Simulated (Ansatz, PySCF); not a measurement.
Al(F)3 anion (AlF₃), SMILES [F][Al]([F])[F] (connectivity only; charge and spin as stated), charge -1, multiplicity 2. Atoms are numbered in the order given.

```xyz
4

Al     0.0000     0.0000    -0.0011
F      0.0000     1.4922    -0.8623
F      0.0000    -1.4922    -0.8623
F      0.0000     0.0000     1.7219
```
Charge -1, spin multiplicity 2.

Geometry optimised at TPSSh-D3(BJ)/def2-SVPD. The multiplicity is an assumed one; other spin states were not compared. The isomer is the one that the SMILES or the coordinates give; other isomers of the formula were not compared.

Two levels are set side by side: PBE-D3(BJ)/def2-SVPD (Ansatz, a program for electronic structure) and TPSSh-D3(BJ)/def2-SVPD (PySCF). Each level has its own optimised geometry; the coordinates shown are those of the second. Differences are taken from unrounded values.

```
quantity              TPSSh-D3(BJ)  PBE-D3(BJ)  PBE-D3(BJ) minus TPSSh-D3(BJ)
--------------------  ------------  ----------  -----------------------------
mean bond length (Å)         1.723       1.739                          0.016
bond Al1–F2 (Å)              1.723       1.739                          0.016
bond Al1–F3 (Å)              1.723       1.739                          0.016
bond Al1–F4 (Å)              1.723       1.739                          0.016
```

Exact exchange shortens and stiffens bonds; PBE has none. Differences between two approximate levels are no errors against the true value.
